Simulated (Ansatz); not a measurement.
The input, for Ansatz 0.2.0:

```yaml
crystal:
  periodic: [false, false, false]
  atoms:
    - {symbol: Al, position_ang: [0.000000, -0.158394, 1.304718]}
    - {symbol: Al, position_ang: [0.000000, 0.148614, -1.312060]}
    - {symbol: H, position_ang: [0.000000, 1.410582, 2.482750]}
    - {symbol: H, position_ang: [0.000000, -1.148788, -2.286187]}
basis:
  gaussian: {orbitals: 6-31G}
correlation: {method: fic_mrcisd_q, electrons: outside_noble_gas, active_space: {window: {electrons: 2, orbitals: 2}}}
```

```sh
$ ansatz run in.yaml --threads 1 --pin off --events-out ev --progress --plain --max-ram 2393MiB
```

Output:

```
340 factors; integrals over basis functions are off by at most 1.5e-4 eV
mean field evaluation 1: about -13192.6904 eV, gradient 8.2e0 eV
mean field evaluation 2: about -13192.6921 eV, gradient 8.2e0 eV
mean field evaluation 4: about -13193.2873 eV, gradient 7.2e-1 eV
mean field evaluation 8: about -13193.2953 eV, gradient 8.9e-4 eV
mean field -13193.29525378 eV, -484.8446578397 hartree, gradient 2.1e-6 eV, S^2 0.000000; 0 other end points of the search recorded, 0 dependent functions left out; unrestricted orbitals would lower it
reference -13193.29525378 eV, -484.8446578397 hartree; 14, 14 occupied and 16, 16 virtual orbitals, 340 factors
state -13193.96001767 eV, -484.8690874620 hartree
contracted CI cycle   1: correlation 0.00000000 eV, 0.0000000000 hartree, residual 7.97e0 eV
contracted CI cycle   2: correlation -1.96204710 eV, -0.0721039009 hartree, residual 1.56e0 eV
contracted CI cycle   3: correlation -2.06661998 eV, -0.0759468836 hartree, residual 5.18e-1 eV
contracted CI cycle   4: correlation -2.07639191 eV, -0.0763059952 hartree, residual 1.74e-1 eV
contracted CI cycle   5: correlation -2.07775555 eV, -0.0763561083 hartree, residual 7.85e-2 eV
contracted CI cycle   6: correlation -2.07805498 eV, -0.0763671119 hartree, residual 3.93e-2 eV
contracted CI cycle   7: correlation -2.07813262 eV, -0.0763699651 hartree, residual 2.06e-2 eV
contracted CI cycle   8: correlation -2.07815177 eV, -0.0763706690 hartree, residual 9.90e-3 eV
contracted CI cycle   9: correlation -2.07815568 eV, -0.0763708125 hartree, residual 4.22e-3 eV
contracted CI cycle  10: correlation -2.07815638 eV, -0.0763708383 hartree, residual 1.63e-3 eV
contracted CI cycle  11: correlation -2.07815648 eV, -0.0763708421 hartree, residual 6.58e-4 eV
state -13193.96001767 eV, -484.8690874620 hartree; corrected -13196.22761125 eV, -484.9524199892 hartree
Total energy: -13196.22761125 eV, -484.9524199892 hartree
```

Natural occupations: 1.8013 0.1987.

For the same geometry and basis full CI lies 12.0 meV lower.

Ran on 1 thread of Arm Neoverse V1, shared host: 0.54 s wall, 0.07 GiB peak host memory.
